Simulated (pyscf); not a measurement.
Single points on ωB97X-D3(BJ)/def2-SVP structures (PySCF, gas phase).

Q: For HO–V(F)(F)(F)–Cl -> O=V(F)(F)–F + HCl, an elimination (singlet surface; H–O, Cl–V broken, Cl–H formed), PBE/def2-TZVP gives ΔE‡ = 11.0 kcal/mol and ΔE = -8.2 kcal/mol (zero: the reactant's lowest minimum found). In which direction and how far do r²SCAN/def2-TZVP, B3LYP-D3(BJ)/def2-TZVP, ωB97M-D3(BJ)/def2-TZVP move these?

A: r²SCAN: ΔE‡ = 12.9 kcal/mol, ΔE = -4.8 kcal/mol; B3LYP-D3(BJ): ΔE‡ = 13.7 kcal/mol, ΔE = -9.8 kcal/mol; ωB97M-D3(BJ): ΔE‡ = 12.1 kcal/mol, ΔE = -15.5 kcal/mol. PBE's barrier lies under all of them, by 1.1 to 2.7 kcal/mol. Its reaction energy lies among theirs. On the reactant side the descent ends in a point that may be a rotor saddle (no frequency run), 2.7 kcal/mol over the lowest minimum found and 9.5 kcal/mol under the saddle at ωB97X-D3(BJ)/def2-TZVP. This is the saddle that the search found; another between the same sides may lie lower.
